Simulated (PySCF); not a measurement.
From results back to the method.

Hexatriene, C6H8.
Geometry (PBE0-D3(BJ)/def2-TZVP, Å), atoms numbered from 1 in this order:
```xyz
14
C6H8 angstrom
C     -2.9205    1.1785   -0.2486
C     -1.8813    0.4749    0.2049
C     -0.5203    0.6632   -0.2305
C      0.5203   -0.0508    0.2283
C      1.8818    0.1354   -0.2059
C      2.9195   -0.5706    0.2480
H     -3.9254    0.9976    0.1115
H     -2.7930    1.9567   -0.9943
H     -2.0471   -0.2971    0.9534
H     -0.3428    1.4369   -0.9755
H      0.3418   -0.8239    0.9738
H      2.0498    0.9074   -0.9538
H      2.7895   -1.3487    0.9932
H      3.9259   -0.3937   -0.1099
```

The closed-shell ground state was solved 3 times with PySCF (density fitting, gas phase), always in the aug-cc-pVTZ basis (460 functions), with these functionals: CAM-B3LYP, PBE0 and wB97X-D. Geometry: PBE0-D3(BJ)/def2-TZVP, one conformer, isolated molecule.

```tsv
row	total energy (Eh)	HOMO (eV)	LUMO (eV)
P	-233.3895	-7.92	0.22
Q	-233.1844	-6.27	-1.46
R	-233.3390	-7.41	-0.42
```

Problem. Which functional belongs to which row?

Solution. P = wB97X-D, Q = PBE0, R = CAM-B3LYP. By rising HOMO–LUMO gap: PBE0 (global hybrid, 25 % exact exchange) 4.81 eV; CAM-B3LYP (range-separated hybrid) 6.99 eV; wB97X-D (range-separated hybrid) 8.14 eV. Total energies of different functionals aren't bounds to one another; each is stationary for its own functional.

wB97X-D is run here without its empirical dispersion term; that term would change no orbital, density or response property at a fixed geometry.
